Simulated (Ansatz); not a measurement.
# C₄H₉ radical: one species, many methods

Aim: compute C₄H₉ radical with functionals from several rungs and with coupled cluster. The yardstick is the atomisation energy at the CCSD(T) limit.

Computed with Ansatz 0.2.0, Gaussian basis. Level: functionals in def2-TZVPP, the program's frozen cores in correlated methods.

The runs, in order: LDA (SPW92), PBE-D4, revPBE-D4, BLYP-D4, r2SCAN-D4, B97M-V, PBE0-D4, B3LYP-D4, r2SCANh-D4, r2SCAN0-D4, HSE06-D4, BHLYP-D4, CAM-B3LYP-D4, LC-ωPBE, ωB97X-V, ωB97M-V, B2PLYP, PBE-QIDH; CCSD(T)/def2-SVP; CCSD(T)/def2-TZVPP; MP2/def2-QZVPP; extrapolation to the limit; RPA on PBE.

### 1 Structure used throughout

An earlier PBE0-D4 in a triple-zeta def2 set relaxation fixed the geometry.

SMILES `C[CH]CC`, 13 atoms, charge 0, spin multiplicity 2.

Atoms are counted from 1 here; the program's logs count them from 0.

Bond lengths: C1–C2 1.481 Å, C1–H5 1.092 Å, C1–H6 1.102 Å, C1–H7 1.096 Å, C2–C3 1.483 Å, C2–H8 1.086 Å, C3–C4 1.520 Å, C3–H9 1.104 Å, C3–H10 1.099 Å, C4–H11 1.092 Å, C4–H12 1.093 Å, C4–H13 1.093 Å. Angles: C2–C1–H5 112.1°, C2–C1–H6 111.9°, C2–C1–H7 111.5°, H5–C1–H6 107.0°, H5–C1–H7 108.1°, H6–C1–H7 106.0°, C1–C2–C3 121.1°, C1–C2–H8 119.2°, C3–C2–H8 118.5°, C2–C3–C4 113.8°, C2–C3–H9 109.7°, C2–C3–H10 109.4°, C4–C3–H9 109.1°, C4–C3–H10 110.0°, H9–C3–H10 104.5°, C3–C4–H11 111.5°, C3–C4–H12 110.9°, C3–C4–H13 110.9° and more.

### 2 LDA

This LDA is Slater exchange with PW92 correlation.

File in.yaml:

```yaml
crystal:
  periodic: [false, false, false]
  atoms:
    - {symbol: C, position_ang: [-0.716515, 1.854834, 0.150188]}
    - {symbol: C, position_ang: [-0.258472, 0.495004, 0.515447]}
    - {symbol: C, position_ang: [0.152200, -0.479042, -0.524370]}
    - {symbol: C, position_ang: [0.793981, -1.738570, 0.034568]}
    - {symbol: H, position_ang: [-0.795465, 2.509562, 1.020147]}
    - {symbol: H, position_ang: [-1.707279, 1.838974, -0.331799]}
    - {symbol: H, position_ang: [-0.038046, 2.326352, -0.570425]}
    - {symbol: H, position_ang: [-0.422302, 0.134436, 1.526358]}
    - {symbol: H, position_ang: [-0.721837, -0.760037, -1.137950]}
    - {symbol: H, position_ang: [0.837866, 0.009596, -1.231070]}
    - {symbol: H, position_ang: [1.069404, -2.434134, -0.761036]}
    - {symbol: H, position_ang: [1.697466, -1.498304, 0.600370]}
    - {symbol: H, position_ang: [0.108990, -2.258680, 0.709582]}
basis:
  gaussian: {orbitals: def2-TZVPP}
magnetization: {spin_polarized: true, initial_magnetization: 1}
hamiltonian: {xc: lda}
output: {orbitals: {seedname: orbitals}}
```

Launch:

```console
> ansatz run in.yaml --threads 4 --pin off --events-out ev --progress --plain --max-ram 10444MiB
```

After this run come: PBE-D4 (GGA); revPBE-D4 (GGA); BLYP-D4 (GGA); r2SCAN-D4 (meta-GGA); B97M-V (meta-GGA); B3LYP-D4 (hybrid); r2SCANh-D4 (hybrid); r2SCAN0-D4 (hybrid); HSE06-D4 (hybrid); BHLYP-D4 (hybrid); CAM-B3LYP-D4 (range-separated); LC-ωPBE (range-separated); ωB97X-V (range-separated); ωB97M-V (range-separated); B2PLYP (double hybrid); PBE-QIDH (double hybrid); CCSD(T) in def2-SVP; CCSD(T) in def2-TZVPP; MP2 in def2-QZVPP; RPA on PBE orbitals.

Q: Predict the results of all the runs planned. Wanted: atomisation energy, CCSD(T)/CBS; farthest beyond LDA; mean size of error, GGA; mean size of error, meta-GGA; mean size of error, hybrid; mean size of error, range-separated; mean size of error, double hybrid; gap, smallest and largest; T1 diagnostic.

The runs gave:

| quantity | value |
| --- | --- |
| atomisation energy, CCSD(T)/CBS | 1194.2 kcal/mol |
| functionals within 6.0 kcal/mol (0.5 %) | revPBE-D4, BLYP-D4, B97M-V, B3LYP-D4, r2SCANh-D4, r2SCAN0-D4, LC-ωPBE, ωB97X-V, ωB97M-V, PBE-QIDH |
| farthest beyond LDA | PBE-D4 (+23.5 kcal/mol) |
| mean size of error, GGA | 8.7 kcal/mol |
| mean size of error, meta-GGA | 7.1 kcal/mol |
| mean size of error, hybrid | 9.0 kcal/mol |
| mean size of error, range-separated | 5.1 kcal/mol |
| mean size of error, double hybrid | 4.7 kcal/mol |
| gap, smallest and largest | 1.38 eV (LDA (SPW92)), 9.85 eV (LC-ωPBE) |
| T1 diagnostic | 0.0107 |
| triples share of the correlation energy | 3.6 % |

The LDA atomisation energy is off by 155.8 kcal/mol (13 %): it overbinds. PBE-D4 is off by +23.5 kcal/mol. Double hybrids carry the basis error of their MP2 part in triple zeta, and no dispersion term here, so their miss is partly the set-up's. The rungs double hybrid, range-separated miss on average by less than the doubt on the reference (6.0 kcal/mol), so they tie. The reference freezes the cores and leaves out relativity and excitations past (T), so misses under about 6.0 kcal/mol can't be ranked. Hartree-Fock recovers 77 % of the binding; the rest is correlation. CCSD(T) in def2-SVP is off by -41.4 kcal/mol, more than most functionals: a good method in a small basis is no reference. Orbital gaps span 1.4 to 9.8 eV; exact exchange widens them.
